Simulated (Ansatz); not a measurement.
**CH2N2 (methanediimine): CCSD/def2-TZVP**

What is the energy change on altering one bond length of CH2N2 (methanediimine) at CCSD/def2-TZVP? 

The calculation is run with Ansatz 0.2.0.

50 further runs of the same task are left out: 50 set aside as unsound or not needed.

## (1) Starting point

CH2N2 has 5 atoms, charge 0, and is taken as a singlet. As SMILES, `N=C=N`. The coordinates come from a PBE0-D4/def2-TZVP relaxation.

Bond lengths: N1–C2 1.217 Å, C2–N3 1.217 Å, N1–H4 1.010 Å, N3–H5 1.010 Å. Angles: N1–C2–N3 171.2°, C2–N1–H4 119.5°, C2–N3–H5 119.5°.

## (2) The energy at CCSD/def2-TZVP

run.yaml

```yaml
crystal:
  periodic: [false, false, false]
  atoms:
    - {symbol: N, position_ang: [-1.223010, -0.197100, -0.034990]}
    - {symbol: C, position_ang: [-0.008090, -0.139620, -0.075660]}
    - {symbol: N, position_ang: [1.197320, -0.245880, -0.204970]}
    - {symbol: H, position_ang: [-1.767940, 0.622550, -0.262140]}
    - {symbol: H, position_ang: [1.801730, -0.039940, 0.577760]}
basis:
  gaussian: {orbitals: def2-TZVP}
correlation: {method: ccsd, frozen_orbitals: {C: 1, H: 0, "N": 1}}
accuracy: high
scf: {omitted_lower_state_checks: [cluster_reference, increment]}
```

The run is started by

```console
ansatz run run.yaml --threads 1 --pin off --max-ram 3480MiB --events-out events.jsonl --progress --plain --runs-dir runs
```

What it wrote (excerpt; [...] marks lines left out):

```text
Warning: RAYON_NUM_THREADS=1 ignored (pool sized by the plan → 1); use --threads N
Functional definition: HF
  name "HF"
[...]
1744 factors; integrals over basis functions are off by at most 3.7e-9 eV
[...]
mean field -4026.25348784 eV, -147.9620865854 hartree, gradient 3.3e-8 eV, S^2 0.000000; 0 other end points of the search recorded, 0 dependent functions left out
3 core orbitals not correlated: weight in the atoms' cores, before any rotation towards them, 1.000 or more for the frozen orbitals, at most 0.000 for the correlated occupied ones
reference -4026.25348784 eV, -147.9620865854 hartree; 8, 8 occupied and 94, 94 virtual orbitals, 1744 factors
second order -14.82440587 eV of doubles, -0.00000000 eV of singles
cycle   1  -14.47812137 eV  change    3.5e-1 eV  update   1.0e-1
[...]
cycle  21  -14.99335469 eV  change   6.4e-10 eV  update   1.7e-9
Total energy: -4041.24684253 eV, -148.5130822075 hartree
Checks for a lower state left out: cluster_reference, increment
```

Wall time 12 s (1 thread of Arm Neoverse V2, shared host); peak memory 0.83 GiB.

## (3) The distorted shape at the same level

input.yaml

```yaml
crystal:
  periodic: [false, false, false]
  atoms:
    - symbol: N
      position_ang: [-0.787089, -0.852786, 0.146720]
    - symbol: C
      position_ang: [0.427831, -0.795306, 0.106050]
    - symbol: N
      position_ang: [1.633241, -0.901566, -0.023260]
    - symbol: H
      position_ang: [-1.767940, 0.622550, -0.262140]
    - symbol: H
      position_ang: [2.237651, -0.695626, 0.759470]
basis:
  gaussian: {orbitals: def2-TZVP}
correlation: {method: ccsd, frozen_orbitals: {C: 1, H: 0, "N": 1}}
accuracy: high
scf: {omitted_lower_state_checks: [cluster_reference, increment]}
```

The run is started by

```console
ansatz run input.yaml --threads 1 --pin off --max-ram 3480MiB --events-out events.jsonl --progress --plain --runs-dir runs
```

What it wrote (excerpt; [...] marks lines left out):

```text
Warning: RAYON_NUM_THREADS=1 ignored (pool sized by the plan → 1); use --threads N
[... 2 set-up lines as earlier in the session ...]
[...]
1742 factors; integrals over basis functions are off by at most 3.6e-9 eV
[...]
mean field -4021.84630725 eV, -147.8001256860 hartree, gradient 3.2e-8 eV, S^2 0.000000; 0 other end points of the search recorded, 0 dependent functions left out; unrestricted orbitals would lower it
3 core orbitals not correlated: weight in the atoms' cores, before any rotation towards them, 1.000 or more for the frozen orbitals, at most 0.000 for the correlated occupied ones
reference -4021.84630725 eV, -147.8001256860 hartree; 8, 8 occupied and 94, 94 virtual orbitals, 1742 factors
second order -15.48610390 eV of doubles, -0.00000000 eV of singles
cycle   1  -14.99200268 eV  change    4.9e-1 eV  update   1.3e-1
[...]
cycle  30  -15.77663551 eV  change   4.4e-10 eV  update  9.4e-10
Total energy: -4037.62294276 eV, -148.3799063473 hartree
Checks for a lower state left out: cluster_reference, increment
```

Run time: 15 s. Hardware: 1 thread of Arm Neoverse V2, shared host; peak memory 0.83 GiB.

## (4) Summary of results

Level: CCSD/def2-TZVP, 3 core orbitals frozen.

| quantity | value |
| --- | --- |
| first shape: total energy | -148.51308 Eh |
| first shape: correlation energy (3 core orbitals frozen) | -551.0 mEh |
| first shape: T1 diagnostic | 0.017 |
| distorted shape: total energy | -148.37991 Eh |
| distorted shape: correlation energy (3 core orbitals frozen) | -579.8 mEh |
| distorted shape: T1 diagnostic | 0.022 |
| energy change with the N1–H4 bond stretched from 1.010 to 1.818 Å | 3.624 eV |

What this shows: One bond (distorted shape) is far stretched, which a spin-restricted single reference describes badly; a broken-symmetry solution may lie lower. With the N1–H4 bond stretched from 1.010 to 1.818 Å the energy rises by 3.62 eV (84 kcal/mol). The first shape isn't relaxed at this level, so the change isn't measured from a minimum. A restricted reference can't describe the breaking bond well at this length. The T1 diagnostic (distorted shape) of 0.022 is above the customary mark for such species, so a single reference may not serve. The restricted solution (distorted shape) is unstable to spin breaking: an unrestricted one lies lower.
